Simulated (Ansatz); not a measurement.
# H₃S⁺, triplet: stretch scan

Starting geometry (PBE0/def2-TZVP stationary point for this spin, not checked as a minimum):

```xyz
4

S     0.0000   -0.0391    0.0000
H     0.0000    1.3184    0.0000
H     0.0000   -0.0372    1.5201
H     0.0000   -0.0372   -1.5201
```

From there H3 moves along the line of the two atoms named below, all else staying in place; atoms are numbered as listed. Energies are in kcal/mol, counted from the starting geometry at the same level. Kohn–Sham curves are unrestricted where that lies lower.

Basis 6-31G; Ansatz 0.2.0. Correlated methods freeze the noble-gas cores.

Full CI is exact within this basis and frozen core; it isn't the basis-set limit.

```csv
distance S1-H3 (Å),B3LYP
1.228,24.1
1.360,8.2
1.520,0.0
1.694,-3.9
1.860,-6.4
2.113,-9.5
2.478,-12.0
2.785,-12.6
3.289,-12.4
4.029,-11.8
5.128,-11.6
```

Q: Estimate the full CI curve in 6-31G from this one, knowing how B3LYP errs.

A: The computed full CI values, in kcal/mol from the starting point, and the error of B3LYP against them:
```
distance S1-H3 (Å)  full CI  B3LYP less full CI
             1.228     23.5                 0.7
             1.360      8.1                 0.0
             1.520      0.0                 0.0
             1.694     -5.3                 1.4
             1.860    -10.0                 3.6
             2.113    -16.4                 6.9
             2.478    -22.0                10.0
             2.785    -24.0                11.4
             3.289    -24.9                12.4
             4.029    -24.8                13.0
             5.128    -24.7                13.2
```

The error spans 13.2 kcal/mol and is largest, 13.2 kcal/mol, at 5.128 Å.

In so small a basis the reference is far from its limit while semilocal and hybrid functionals are nearer theirs, so the functionals' errors here hold much of the reference's basis and frozen-core error, which can add to them or hide them.
